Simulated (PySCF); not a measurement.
Compound: glyoxal, C2H2O2.
Cartesian coordinates in Å at the PBE0-D3(BJ)/def2-SVP level; atoms count from 1:
```
atom  x, y, z in Å
O1     0.2081   -1.3396    1.0676
C2     0.4856   -0.3306    0.4817
C3    -0.4866    0.3304   -0.4819
O4    -0.2057    1.3393   -1.0663
H5     1.4628    0.2039    0.5872
H6    -1.4642   -0.2033   -0.5883
```

Method: PySCF 2.14.0, PBE0-D3(BJ)/def2-SVP geometry optimisation, gas phase.

Take the most abundant isotopes and a rigid rotor. The values belong to one conformer with, in the numbering `[O:1]=[CH:2][CH:3]=[O:4]`, O1–C2–C3–O4 180°.

Task: What are A, B and C (MHz)?

Result: Ia = 9.01, Ib = 105.13, Ic = 114.14 u·Å²; 505379 MHz·u·Å²/I gives A = 56065, B = 4807, C = 4428 MHz.

Task: What kind of rotor is it?

Result: A near-prolate asymmetric top. Ray's parameter κ = (2B − A − C)/(A − C) = -0.985; −1 is the prolate and +1 the oblate limit.

Task: Is it planar, by Δ = Ic − Ia − Ib?

Result: Planar: Δ = Ic − Ia − Ib = 0.00 u·Å². For a rigid frame Δ = −2 Σ m c², so it vanishes when all atoms lie in the ab plane; here none is more than 0.01 Å from it.

The point group C2h allows no dipole (computed: 0.01 D), so a rigid rotor has no electric-dipole lines.

Not checked by PBE0-D3(BJ)/def2-SVP frequencies. Zero-point vibration and centrifugal distortion are left out.
